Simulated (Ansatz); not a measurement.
Results of LDA+SOC (PAW; Ansatz, an electronic-structure program) for pyrite RuS2.

Run with plane-wave cutoff 520 eV, 6×6×6 k mesh, Fermi–Dirac smearing 0.01 eV, PAW data made under PBE.

Cell (measured lattice):

```cif
data_Ru4S8
_chemical_formula_sum 'Ru4 S8'
_space_group_name_H-M_alt 'P 1'
_space_group_IT_number 1
_cell_length_a 5.61000
_cell_length_b 5.61000
_cell_length_c 5.61000
_cell_angle_alpha 90.000
_cell_angle_beta 90.000
_cell_angle_gamma 90.000
loop_
_space_group_symop_operation_xyz
  'x, y, z'
loop_
_atom_site_label
_atom_site_type_symbol
_atom_site_fract_x
_atom_site_fract_y
_atom_site_fract_z
_atom_site_occupancy
Ru1 Ru 0.00000 0.50000 0.50000 1
Ru2 Ru 0.50000 0.00000 0.50000 1
Ru3 Ru 0.00000 0.00000 0.00000 1
Ru4 Ru 0.50000 0.50000 0.00000 1
S1 S 0.61378 0.88622 0.11378 1
S2 S 0.11378 0.61378 0.88622 1
S3 S 0.61378 0.61378 0.61378 1
S4 S 0.38622 0.38622 0.38622 1
S5 S 0.88622 0.11378 0.61378 1
S6 S 0.88622 0.38622 0.11378 1
S7 S 0.11378 0.88622 0.38622 1
S8 S 0.38622 0.11378 0.88622 1
```

Problem. Predict the band gap and smallest direct gap on the k points sampled.

Solution. 
- band gap = 0.46 eV (indirect)
- smallest direct gap on the k points sampled = 0.70 eV

Note: cell and atoms aren't relaxed at this level (pressure -6.2 GPa).

Computed values are for the static lattice.

The result took very roughly 11 core-minutes.
